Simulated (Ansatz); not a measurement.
Input file:

```yaml
crystal:
  periodic: [false, false, false]
  atoms:
    - {symbol: O, position_ang: [-1.038423, -0.231644, 0.000000]}
    - {symbol: H, position_ang: [-1.287732, 0.694932, 0.000000]}
    - {symbol: H, position_ang: [0.300577, -0.231644, 0.000000]}
    - {symbol: Si, position_ang: [2.025577, -0.231644, 0.000000]}
basis:
  gaussian: {orbitals: "6-31++G**"}
magnetization: {spin_polarized: true, initial_magnetization: 2}
hamiltonian: {xc: {name: B3LYP}, pseudopotentials: {relativity: none}}
correlation: {method: ccsd, electrons: outside_noble_gas, diis_vectors: 4}
output: {forces: true}
```

```sh
$ ansatz run in.yaml --threads 1 --pin off --events-out ev --progress --plain --max-ram 2393MiB
```

The program prints:

```
472 factors; integrals over basis functions are off by at most 1.2e-3 eV
mean field evaluation 1: about -9945.2958 eV, gradient 4.2e1 eV
mean field evaluation 2: about -9945.3384 eV, gradient 4.2e1 eV
mean field evaluation 4: about -9951.2577 eV, gradient 1.2e1 eV
mean field evaluation 8: about -9952.9251 eV, gradient 4.8e-1 eV
mean field evaluation 16: about -9952.9334 eV, gradient 2.1e-3 eV
mean field evaluation 32: about -9952.8909 eV, gradient 2.4e-1 eV
mean field evaluation 64: about -9952.7953 eV, gradient 9.7e-1 eV
mean field evaluation 96: about -9901.2224 eV, gradient 4.7e1 eV
mean field -9952.93342429 eV, -365.7635570019 hartree, gradient 2.5e-6 eV, S^2 2.008253; 7 other end points of the search recorded, 0 dependent functions left out
6 core orbitals not correlated: weight in the atoms' cores, before any rotation towards them, 1.000 or more for the frozen orbitals, at most 0.000 for the correlated occupied ones
reference -9925.89475402 eV, -364.7699041972 hartree; 7, 5 occupied and 41, 43 virtual orbitals, 472 factors
second order -7.56374082 eV of doubles, -0.28607319 eV of singles
cycle   1  -7.67624669 eV  change    1.7e-1 eV  update   1.0e-1
cycle   2  -7.95962999 eV  change   -2.8e-1 eV  update   5.2e-2
...
cycle  15  -8.09415353 eV  change    3.5e-7 eV  update   3.6e-6
cycle  16  -8.09415530 eV  change   -1.8e-6 eV  update   1.7e-6
cycle  17  -8.09415499 eV  change    3.1e-7 eV  update   1.1e-6
cycle  18  -8.09415534 eV  change   -3.5e-7 eV  update   5.0e-7
cycle  19  -8.09415517 eV  change    1.7e-7 eV  update   2.7e-7
cycle  20  -8.09415521 eV  change   -3.9e-8 eV  update   1.1e-7
cycle  21  -8.09415511 eV  change    9.7e-8 eV  update   8.6e-8
cycle  22  -8.09415507 eV  change    4.3e-8 eV  update   4.5e-8
cycle  23  -8.09415505 eV  change    2.1e-8 eV  update   3.1e-8
cycle  24  -8.09415505 eV  change   4.9e-10 eV  update   2.3e-8
the calculation of the forces begins
the multipliers restart with 30 DIIS vectors
Total energy: -9933.98890907 eV, -365.0673589088 hartree
Atom 0 at    -1.038423    -0.231644     0.000000 Å, force     2.822999    -0.796780    -0.000000 eV/Å
Atom 1 at    -1.287732     0.694932     0.000000 Å, force     0.117690     0.574513     0.000000 eV/Å
Atom 2 at     0.300577    -0.231644     0.000000 Å, force    -3.500367     0.248549     0.000000 eV/Å
Atom 3 at     2.025577    -0.231644     0.000000 Å, force     0.559678    -0.026282    -0.000000 eV/Å
Dipole moment:     0.601268     0.326028     0.000000 e Å
```

Forces (eV/Å):
```
O    2.823 -0.797  0.000
H    0.118  0.575  0.000
H   -3.500  0.249  0.000
Si   0.560 -0.026  0.000
```

Ran on 1 thread of Arm Neoverse V1, shared host: 42 s wall, 0.23 GiB peak host memory.
